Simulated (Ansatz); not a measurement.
CH₄F, doublet: a trajectory.

Input (in.yaml):

```yaml
crystal:
  periodic: [false, false, false]
  atoms:
    - {symbol: F, position_ang: [0.826254, 0.339487, -1.919366]}
    - {symbol: C, position_ang: [-0.165384, -0.067986, 0.384024]}
    - {symbol: H, position_ang: [-0.785316, -0.925577, 0.647370]}
    - {symbol: H, position_ang: [-0.668210, 0.490258, -0.411238]}
    - {symbol: H, position_ang: [0.814179, -0.435395, 0.064920]}
    - {symbol: H, position_ang: [-0.021523, 0.599312, 1.234290]}
basis:
  gaussian: {orbitals: def2-SVPD}
magnetization: {spin_polarized: true, initial_magnetization: 1}
hamiltonian: {xc: pbe, dispersion: d4}
md: {n_steps: 40, timestep: 0.25, temperature: 100, ensemble: nvt_langevin, seed: 324, friction: 0.01, initial_velocities: maxwell_boltzmann}
```

Run by:

```bash
ansatz run in.yaml --threads 2 --pin off --events-out ev --progress --plain --max-ram 4352MiB
```

The run's output (Ansatz 0.2.0):

```
Functional definition: PBE
  name "PBE"
  cite "Perdew, Burke & Ernzerhof, Phys. Rev. Lett. 77, 3865 (1996) doi:10.1103/PhysRevLett.77.3865"
  parent pbe
  parameter kappa = 0.804
  parameter beta = 0.06672455060314922
  exchange = pbe_x(kappa = kappa, mu = beta*pi^2/3)
  correlation = pbe_c(beta = beta)
610 factors; their error is unknown
mean field evaluation 1: about -3803.1999 eV, gradient 3.5e1 eV
mean field evaluation 2: about -3786.9624 eV, gradient 5.7e1 eV
mean field evaluation 4: about -3809.0469 eV, gradient 4.9e0 eV
mean field evaluation 8: about -3809.2164 eV, gradient 1.3e-1 eV
mean field evaluation 16: about -3809.1927 eV, gradient 2.1e-4 eV
mean field evaluation 32: about -3808.7790 eV, gradient 5.8e0 eV
mean field -3809.19269380 eV, -139.9852495336 hartree, gradient 2.7e-5 eV, S^2 0.751661; 6 other end points of the search recorded, 0 dependent functions left out
the calculation of the forces begins
reference -3809.19272736 eV, -139.9852507669 hartree; 10, 9 occupied and 65, 66 virtual orbitals, 610 factors
md step     0: t =     0.00 fs  T =    83.3 K  F+E_penalty+E_count = -3809.22612892 eV  E_kin = 0.064630 eV  (118 SCF iters)
md step     1: t =     0.25 fs  T =    90.3 K  F+E_penalty+E_count = -3809.23006308 eV  E_kin = 0.070059 eV  (37 SCF iters)
md step     2: t =     0.50 fs  T =    99.8 K  F+E_penalty+E_count = -3809.23396714 eV  E_kin = 0.077375 eV  (36 SCF iters)
md step     3: t =     0.75 fs  T =   101.3 K  F+E_penalty+E_count = -3809.23748660 eV  E_kin = 0.078577 eV  (38 SCF iters)
md step     4: t =     1.00 fs  T =    97.9 K  F+E_penalty+E_count = -3809.24035139 eV  E_kin = 0.075927 eV  (37 SCF iters)
md step     5: t =     1.25 fs  T =   101.3 K  F+E_penalty+E_count = -3809.24252210 eV  E_kin = 0.078528 eV  (37 SCF iters)
md step     6: t =     1.50 fs  T =   107.1 K  F+E_penalty+E_count = -3809.24398508 eV  E_kin = 0.083026 eV  (36 SCF iters)
md step     7: t =     1.75 fs  T =   109.3 K  F+E_penalty+E_count = -3809.24429281 eV  E_kin = 0.084737 eV  (36 SCF iters)
md step     8: t =     2.00 fs  T =   105.3 K  F+E_penalty+E_count = -3809.24326792 eV  E_kin = 0.081657 eV  (37 SCF iters)
md step     9: t =     2.25 fs  T =    99.9 K  F+E_penalty+E_count = -3809.24106618 eV  E_kin = 0.077509 eV  (37 SCF iters)
md step    10: t =     2.50 fs  T =    95.0 K  F+E_penalty+E_count = -3809.23786703 eV  E_kin = 0.073683 eV  (37 SCF iters)
md step    11: t =     2.75 fs  T =    92.5 K  F+E_penalty+E_count = -3809.23386658 eV  E_kin = 0.071771 eV  (37 SCF iters)
md step    12: t =     3.00 fs  T =    85.8 K  F+E_penalty+E_count = -3809.22924210 eV  E_kin = 0.066517 eV  (30 SCF iters)
md step    13: t =     3.25 fs  T =    79.4 K  F+E_penalty+E_count = -3809.22450007 eV  E_kin = 0.061569 eV  (31 SCF iters)
md step    14: t =     3.50 fs  T =    74.5 K  F+E_penalty+E_count = -3809.21993542 eV  E_kin = 0.057803 eV  (31 SCF iters)
md step    15: t =     3.75 fs  T =    71.7 K  F+E_penalty+E_count = -3809.21574196 eV  E_kin = 0.055635 eV  (31 SCF iters)
md step    16: t =     4.00 fs  T =    64.3 K  F+E_penalty+E_count = -3809.21225548 eV  E_kin = 0.049838 eV  (31 SCF iters)
md step    17: t =     4.25 fs  T =    61.6 K  F+E_penalty+E_count = -3809.20956595 eV  E_kin = 0.047779 eV  (32 SCF iters)
md step    18: t =     4.50 fs  T =    59.8 K  F+E_penalty+E_count = -3809.20792457 eV  E_kin = 0.046345 eV  (31 SCF iters)
md step    19: t =     4.75 fs  T =    60.7 K  F+E_penalty+E_count = -3809.20750230 eV  E_kin = 0.047039 eV  (31 SCF iters)
md step    20: t =     5.00 fs  T =    58.0 K  F+E_penalty+E_count = -3809.20813128 eV  E_kin = 0.044969 eV  (30 SCF iters)
md step    21: t =     5.25 fs  T =    61.5 K  F+E_penalty+E_count = -3809.20971231 eV  E_kin = 0.047661 eV  (31 SCF iters)
md step    22: t =     5.50 fs  T =    61.6 K  F+E_penalty+E_count = -3809.21210467 eV  E_kin = 0.047748 eV  (33 SCF iters)
md step    23: t =     5.75 fs  T =    65.6 K  F+E_penalty+E_count = -3809.21511664 eV  E_kin = 0.050846 eV  (32 SCF iters)
md step    24: t =     6.00 fs  T =    71.7 K  F+E_penalty+E_count = -3809.21839215 eV  E_kin = 0.055582 eV  (31 SCF iters)
md step    25: t =     6.25 fs  T =    76.8 K  F+E_penalty+E_count = -3809.22154069 eV  E_kin = 0.059561 eV  (32 SCF iters)
md step    26: t =     6.50 fs  T =    80.0 K  F+E_penalty+E_count = -3809.22452365 eV  E_kin = 0.062051 eV  (30 SCF iters)
md step    27: t =     6.75 fs  T =    85.2 K  F+E_penalty+E_count = -3809.22719051 eV  E_kin = 0.066085 eV  (31 SCF iters)
md step    28: t =     7.00 fs  T =    85.7 K  F+E_penalty+E_count = -3809.22921602 eV  E_kin = 0.066444 eV  (30 SCF iters)
md step    29: t =     7.25 fs  T =    92.0 K  F+E_penalty+E_count = -3809.23050842 eV  E_kin = 0.071320 eV  (29 SCF iters)
md step    30: t =     7.50 fs  T =    92.4 K  F+E_penalty+E_count = -3809.23100348 eV  E_kin = 0.071689 eV  (29 SCF iters)
md step    31: t =     7.75 fs  T =    90.4 K  F+E_penalty+E_count = -3809.23045585 eV  E_kin = 0.070148 eV  (35 SCF iters)
md step    32: t =     8.00 fs  T =    86.9 K  F+E_penalty+E_count = -3809.22877728 eV  E_kin = 0.067413 eV  (30 SCF iters)
md step    33: t =     8.25 fs  T =    80.8 K  F+E_penalty+E_count = -3809.22638863 eV  E_kin = 0.062692 eV  (31 SCF iters)
md step    34: t =     8.50 fs  T =    77.9 K  F+E_penalty+E_count = -3809.22356436 eV  E_kin = 0.060424 eV  (31 SCF iters)
md step    35: t =     8.75 fs  T =    73.8 K  F+E_penalty+E_count = -3809.22037784 eV  E_kin = 0.057203 eV  (32 SCF iters)
md step    36: t =     9.00 fs  T =    69.9 K  F+E_penalty+E_count = -3809.21722506 eV  E_kin = 0.054193 eV  (31 SCF iters)
md step    37: t =     9.25 fs  T =    67.2 K  F+E_penalty+E_count = -3809.21437611 eV  E_kin = 0.052123 eV  (30 SCF iters)
md step    38: t =     9.50 fs  T =    62.9 K  F+E_penalty+E_count = -3809.21193092 eV  E_kin = 0.048763 eV  (29 SCF iters)
md step    39: t =     9.75 fs  T =    64.8 K  F+E_penalty+E_count = -3809.21026930 eV  E_kin = 0.050254 eV  (30 SCF iters)
md step    40: t =    10.00 fs  T =    61.8 K  F+E_penalty+E_count = -3809.20967655 eV  E_kin = 0.047905 eV  (109 SCF iters)
Total energy: -3809.20971005 eV, -139.9858748694 hartree
Atom 0 at     0.809223     0.318801    -1.907761 Å, force    -0.155274    -0.060562     0.327051 eV/Å
Atom 1 at    -0.137988    -0.058462     0.387014 Å, force     0.365363     0.244441     0.080317 eV/Å
Atom 2 at    -0.808363    -0.872490     0.663463 Å, force    -0.080556    -0.503506     0.256225 eV/Å
Atom 3 at    -0.675210     0.504644    -0.364127 Å, force    -0.480320     0.536722    -1.037408 eV/Å
Atom 4 at     0.846902    -0.418896     0.056124 Å, force     0.291674    -0.347363    -0.168559 eV/Å
Atom 5 at     0.070938     0.711938     1.136762 Å, force     0.059113     0.130269     0.542374 eV/Å
Dipole moment:    -0.171452    -0.047037     0.399173 e Å

[the SCF lines of later steps are left out]
```

The lines “mean field evaluation” count trial sets of orbitals through the whole run, from several starts and some on an approximate energy, so they need not fall steadily or lie above the final value.

Hardware: 2 CPU threads, shared host. Wall time about 42 s.
